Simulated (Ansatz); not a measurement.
C4H6O2 (`C#COC(C)O`). Charge 0, multiplicity 1.

```xyz
12

C    -2.511   -1.596    0.228
C    -1.366   -1.242    0.254
O    -0.120   -0.896    0.310
C     0.160    0.488   -0.032
C     1.590    0.719    0.371
O    -0.098    0.728   -1.362
H    -3.524   -1.915    0.196
H    -0.542    1.110    0.530
H     2.248    0.042   -0.182
H     1.869    1.749    0.147
H     1.726    0.533    1.436
H     0.568    0.280   -1.895
```

Task: Give the diagnostics of a CCSD(T)/def2-TZVPP run (frozen core, Ansatz 0.2.0). (An estimate is asked.)

Result: Ansatz gave: T1 = 0.0124, largest single amplitude 0.013, largest double 0.048, (T) share of the correlation energy 4.1 %, 9 CCSD cycles. The RHF solution is stable towards an unrestricted one. T1 lies under the customary mark of 0.02 for closed shells.
